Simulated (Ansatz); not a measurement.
**An input for triplet CH2P2**

CH2P2 has 5 atoms, charge 0, and is taken as a triplet. As SMILES of the parent species, `P#CP`. The coordinates come from a GFN2-xTB relaxation. That shape belongs to the parent species and isn't relaxed for this state.

```xyz
5

P    -0.1843   -1.5262    1.8555
C    -0.1794   -0.4633    0.7115
P    -0.3452    0.8380   -0.4454
H    -0.3139    0.0252   -1.5859
H     1.0227    1.1262   -0.5357
```

Settings wanted:

```json
{
 "basis set": "STO-3G",
 "task": "energy",
 "method": "DFT",
 "functional": "r2SCAN0",
 "dispersion": "none",
 "reference": "UKS",
 "accuracy": "high"
}
```

Q: Write the Ansatz 0.2.0 input and the command.

A: One that was run (others would do as well):

run.yaml:
```yaml
crystal:
  periodic: [false, false, false]
  atoms:
    - symbol: P
      position_ang: [-0.184270, -1.526160, 1.855470]
    - symbol: C
      position_ang: [-0.179400, -0.463280, 0.711510]
    - symbol: P
      position_ang: [-0.345190, 0.838030, -0.445400]
    - symbol: H
      position_ang: [-0.313860, 0.025160, -1.585910]
    - symbol: H
      position_ang: [1.022730, 1.126250, -0.535670]
basis:
  gaussian:
    orbitals: STO-3G
magnetization:
  spin_polarized: true
  initial_magnetization: 2
hamiltonian:
  xc: {name: r2SCAN0}
accuracy: high
```

```bash
$ ansatz run run.yaml --threads 1 --pin off --max-ram 2610MiB --events-out events.jsonl --progress --plain --runs-dir runs
```

Calculated total energy: -713.54758 Eh.
